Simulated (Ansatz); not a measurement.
The same path of C₂H₆O₂S (11 atoms, charge 0, multiplicity 1) was run 3 times with different band settings. The coordinate that changes most is the dihedral S5–C2–O4–H10.

All numbers below come from Ansatz 0.2.0, RKS r2SCAN/def2-SVP.

Relaxed end points:

```xyz
11
Properties=species:S:1:pos:R:3
C -1.012 0.531 0.420
C 0.286 0.003 -0.158
O 0.892 -0.942 0.683
O 1.108 1.100 -0.391
S 0.022 -0.882 -1.781
H -0.797 1.068 1.361
H -1.486 1.235 -0.276
H -1.702 -0.300 0.622
H 0.965 -0.522 1.555
H 1.921 0.754 -0.793
H -0.130 -2.101 -1.222
```

```xyz
11
Properties=species:S:1:pos:R:3
C -0.891 0.469 0.312
C 0.443 -0.171 -0.063
O 0.881 -1.053 0.912
O 1.443 0.795 -0.228
S 0.310 -1.110 -1.671
H -0.757 1.048 1.242
H -1.254 1.142 -0.478
H -1.651 -0.304 0.489
H 1.197 -0.505 1.647
H 1.110 1.477 -0.829
H -0.765 -1.845 -1.312
```

Common settings: optimiser quadratic models (default); start path through a guess of the saddle point; force threshold 0.05 eV/Å; iteration limit 60; end points relaxed.

| run | movable images | climbing image | spring |
| --- | --- | --- | --- |
| 1 | 9 | yes | 5.0 eV/Å² |
| 2 | 9 | yes | 20.0 eV/Å² |
| 3 | 3 | no | 5.0 eV/Å² |

Task: What does each run give, and how far can it be trusted?

Result: Run 1: converged after 38 iterations, highest image 0.183 eV above the first end. The profile has 3 maxima (images 2, 4, 6) with wells between them (images 3, 5): this band takes more than one step, which may be the mechanism or a detour left from its start path. The top lies less than 8 meV above the higher end, about what the thresholds resolve: that end is a shoulder or a very shallow well. A vibrational analysis at the climbing image gives one clearly imaginary mode, 166i cm⁻¹: a first-order saddle point.
Run 2: converged after 45 iterations, highest image 0.183 eV above the first end. The profile has 2 maxima (images 2, 5) with wells between them (image 4): this band takes more than one step, which may be the mechanism or a detour left from its start path. A structure lower than the first end lies on the path between it and the top, so the climb from that side starts below the end, which may itself be a saddle point or a shallow side well. The top lies less than 8 meV above the higher end, about what the thresholds resolve: that end is a shoulder or a very shallow well. Another band between the same ends (9 images) ends at a top of the same energy, where a vibrational analysis finds 1 clearly imaginary mode.
Run 3: converged after 13 iterations, highest image 0.215 eV above the first end. The dihedral S5–C2–O4–H10 jumps by 95° between images 1 and 2, so the path isn't resolved there. No image climbed, so the highest image needn't sit at the top of the path. So few images can step over the top or miss a turn of the path.
